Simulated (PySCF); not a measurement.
**Ionisation energy of He by level of theory**

He 1s2 (1S) → He⁺ 1s1 (2S), as a difference of total energies. Computed with PySCF 2.14 in def2-TZVP (3s1p, 6 functions), with no relativity, point nucleus. Correlated levels: valence: nothing frozen. The calculations carry no spin-orbit coupling.

Problem. Order these methods by the ionisation energy they give, lowest first.
A. CCSD (valence)
B. MN15
C. MP2 (valence)
D. UHF

Solution. D (23.450 eV), C (24.176 eV), A (24.349 eV), B (24.875 eV).

Errors of the correlated levels include the incompleteness of this basis.

With two correlated electrons CCSD is exact in that space.

For comparison: 24.587 eV (measured; NIST Atomic Spectra Database, ionization energies).
